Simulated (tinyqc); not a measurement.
Inside a calculation. Method: extended Hueckel theory, for LiF. One step of it, computed by the program tinyqc.

Question. Wolfsberg-Helmholz matrix. H_ij = K' S_ij (H_ii + H_jj)/2 for i != j (the diagonal keeps H_ii), with K' = 1.75.

overlap S, lower triangle:
```
            1Li 2s   1Li 2px   1Li 2py    1Li 2pz     2F 2s    2F 2px    2F 2py    2F 2pz
1Li 2s    1.000000
1Li 2px   0.000000  1.000000
1Li 2py   0.000000  0.000000  1.000000
1Li 2pz   0.000000  0.000000  0.000000   1.000000
2F 2s     0.263776  0.000000  0.000000   0.401464  1.000000
2F 2px    0.000000  0.125706  0.000000   0.000000  0.000000  1.000000
2F 2py    0.000000  0.000000  0.125706   0.000000  0.000000  0.000000  1.000000
2F 2pz   -0.070785  0.000000  0.000000  -0.082296  0.000000  0.000000  0.000000  1.000000
```

diagonal H_ii (eV): 1Li 2s -5.400000, 1Li 2px -3.500000, 1Li 2py -3.500000, 1Li 2pz -3.500000, 2F 2s -40.000000, 2F 2px -18.100000, 2F 2py -18.100000, 2F 2pz -18.100000

K = 1.750000

Give: H.

Answer.

H (eV), lower triangle:
```
           1Li 2s  1Li 2px  1Li 2py   1Li 2pz     2F 2s    2F 2px    2F 2py    2F 2pz
1Li 2s    -5.4000
1Li 2px    0.0000  -3.5000
1Li 2py    0.0000   0.0000  -3.5000
1Li 2pz    0.0000   0.0000   0.0000   -3.5000
2F 2s    -10.4785   0.0000   0.0000  -15.2807  -40.0000
2F 2px     0.0000  -2.3758   0.0000    0.0000    0.0000  -18.1000
2F 2py     0.0000   0.0000  -2.3758    0.0000    0.0000    0.0000  -18.1000
2F 2pz     1.4555   0.0000   0.0000    1.5554    0.0000    0.0000    0.0000  -18.1000
```
